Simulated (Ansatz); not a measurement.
**BNH4 (SMILES BN) at BLYP/def2-TZVPP**

What is the energy change on altering one bond length of BNH4 at BLYP/def2-TZVPP? 

The calculation is run with Ansatz 0.2.0.

56 further runs of the same task are left out: 56 set aside as unsound or not needed.

**1. The system as given**

The species is BNH4 (6 atoms), meant as a singlet with charge 0. SMILES: `BN`. The coordinates come from a PBE0-D4/def2-TZVP relaxation.

Bond lengths: B1–N2 1.385 Å, B1–H3 1.197 Å, B1–H4 1.197 Å, N2–H5 1.006 Å, N2–H6 1.006 Å. Angles: B1–N2–H5 123.2°, B1–N2–H6 123.2°, N2–B1–H3 119.0°, N2–B1–H4 119.0°, H5–N2–H6 113.5°, H3–B1–H4 122.0°.

**2. The energy at BLYP/def2-TZVPP**

Input file molecule.yaml:

```yaml
crystal:
  periodic: [false, false, false]
  atoms:
    - {symbol: B, position_ang: [-0.128200, -0.679600, -0.025600]}
    - {symbol: N, position_ang: [0.146100, 0.677400, 0.010800]}
    - {symbol: H, position_ang: [0.225800, -1.368000, 0.887500]}
    - {symbol: H, position_ang: [-0.712000, -1.128700, -0.969200]}
    - {symbol: H, position_ang: [-0.121600, 1.313700, -0.720800]}
    - {symbol: H, position_ang: [0.632000, 1.121400, 0.771300]}
basis:
  gaussian:
    orbitals: def2-TZVPP
hamiltonian:
  xc: {name: BLYP}
accuracy: high
output: {orbitals: {seedname: orbitals}}
```

Launch:

```bash
$ ansatz run molecule.yaml --threads 1 --pin off --max-ram 3480MiB --events-out events.jsonl --progress --plain --runs-dir runs
```

Log:

```text
Warning: RAYON_NUM_THREADS=1 ignored (pool sized by the plan → 1); use --threads N
Functional definition: BLYP
  name "BLYP"
  parameter beta = 0.0042
  parameter a = 0.04918
  parameter b = 0.132
  parameter c = 0.2533
  parameter d = 0.349
  exchange = b88_x(beta = beta)
  correlation = lyp_c(a = a, b = b, c = c, d = d)
2045 factors; integrals over basis functions are off by at most 3.0e-9 eV
mean field evaluation 1: about -2222.8172 eV, gradient 6.9e1 eV
mean field evaluation 2: about -2194.7937 eV, gradient 1.2e2 eV
mean field evaluation 4: about -2232.0266 eV, gradient 9.7e0 eV
mean field evaluation 8: about -2232.2962 eV, gradient 1.8e-2 eV
mean field evaluation 16: about -2232.2962 eV, gradient 3.0e-7 eV
mean field -2232.29621885 eV, -82.0353729378 hartree, gradient 1.2e-8 eV, S^2 0.000000; 0 other end points of the search recorded, 0 dependent functions left out
reference -2232.29626691 eV, -82.0353747042 hartree; 8, 8 occupied and 110, 110 virtual orbitals, 2045 factors
Total energy: -2232.29626691 eV, -82.0353747042 hartree
```

It took 6.3 s on 1 thread of Arm Neoverse V1, shared host; peak memory 0.28 GiB.

**3. The distorted shape**

Input file input.yaml:

```yaml
crystal:
  periodic: [false, false, false]
  atoms:
    - symbol: B
      position_ang: [-0.169352, -0.883187, -0.031061]
    - symbol: "N"
      position_ang: [0.146100, 0.677400, 0.010800]
    - symbol: H
      position_ang: [0.184648, -1.571587, 0.882039]
    - symbol: H
      position_ang: [-0.753152, -1.332287, -0.974661]
    - symbol: H
      position_ang: [-0.121600, 1.313700, -0.720800]
    - symbol: H
      position_ang: [0.632000, 1.121400, 0.771300]
basis:
  gaussian:
    orbitals: def2-TZVPP
magnetization:
  spin_polarized: false
  initial_magnetization: 0
hamiltonian:
  xc: {name: BLYP}
accuracy: high
output:
  orbitals: {seedname: orbitals}
```

Launch:

```bash
$ ansatz run input.yaml --threads 1 --pin off --max-ram 3480MiB --events-out events.jsonl --progress --plain --runs-dir runs
```

Log, shortened:

```text
Warning: RAYON_NUM_THREADS=1 ignored (pool sized by the plan → 1); use --threads N
[... 9 set-up lines as earlier in the session ...]
2032 factors; integrals over basis functions are off by at most 3.2e-9 eV
mean field evaluation 1: about -2222.7240 eV, gradient 6.8e1 eV
mean field evaluation 2: about -2184.6676 eV, gradient 1.2e2 eV
mean field evaluation 4: about -2231.4725 eV, gradient 9.5e0 eV
mean field evaluation 8: about -2231.7436 eV, gradient 2.7e-1 eV
mean field evaluation 16: about -2231.7438 eV, gradient 1.1e-6 eV
mean field -2231.74378841 eV, -82.0150714938 hartree, gradient 1.7e-8 eV, S^2 0.000000; 0 other end points of the search recorded, 0 dependent functions left out
reference -2231.74383673 eV, -82.0150732694 hartree; 8, 8 occupied and 110, 110 virtual orbitals, 2032 factors
Total energy: -2231.74383673 eV, -82.0150732694 hartree
```

Run time: 6.3 s. Hardware: 1 thread of Arm Neoverse V1, shared host; peak memory 0.27 GiB.

**4. What came out**

Level: BLYP/def2-TZVPP.

| quantity | value |
| --- | --- |
| first shape: total energy | -82.03537 Eh |
| first shape: HOMO energy | -7.19 eV |
| first shape: LUMO energy | -0.64 eV |
| first shape: HOMO–LUMO gap | 6.56 eV |
| distorted shape: total energy | -82.01507 Eh |
| distorted shape: HOMO energy | -6.44 eV |
| distorted shape: LUMO energy | -1.42 eV |
| distorted shape: HOMO–LUMO gap | 5.02 eV |
| energy change with the B1–N2 bond stretched from 1.385 to 1.593 Å | 0.552 eV |

In words: With the B1–N2 bond stretched from 1.385 to 1.593 Å the energy rises by 0.55 eV (12.7 kcal/mol). The first shape isn't relaxed at this level, so the change isn't measured from a minimum.
